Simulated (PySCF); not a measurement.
Gas-phase reaction: AlHCl2 ⇌ Al + H + 2 Cl

Method: PySCF energies (xtb for GFN2) plus ideal-gas RRHO corrections (1 bar). † marks an energy on the PBE0/def2-TZVP geometry and frequencies; other levels use their own. Open shells (unrestricted): Al (multiplicity 2, electronic degeneracy 6), H (multiplicity 2), Cl (multiplicity 2, electronic degeneracy 6); the rest are closed-shell singlets. GFN2 has no spin-polarisation term. Spin-orbit splitting is ignored; it lowers the true energy and changes the entropy of Al, Cl. B3LYP is the form with VWN-RPA correlation. AlHCl2: computed as isolated molecules; such fragments, hydroxides, amides, oligomers or adducts are transient or little studied in the gas. The harmonic model lacks anharmonicity and excited electronic states, which grow with temperature; levels with a mode under 35 cm⁻¹ are left out.

| level | ΔE electronic, kJ | ΔH°(298 K), kJ | ΔS°(298 K), J/K | ΔG°(1800 K), kJ |
|---|---|---|---|---|
| B3LYP/def2-TZVP† | 1130 | 1116 | 327 | 505 |
| BLYP/def2-TZVP† | 1112 | 1098 | 327 | 487 |
| GFN2-xTB | 1473 | 1459 | 327 | 850 |
| PBE/def2-SVP | 1156 | 1142 | 327 | 533 |
| PBE/def2-TZVP† | 1152 | 1137 | 327 | 526 |
| PBE0/def2-QZVP† | 1150 | 1135 | 327 | 525 |
| r2SCAN/def2-TZVP† | 1182 | 1167 | 327 | 557 |
| ωB97M-V/def2-TZVP† | 1178 | 1163 | 327 | 553 |
ΔH° is lowest at BLYP/def2-TZVP† and highest at GFN2-xTB. No reference value is set beside these.
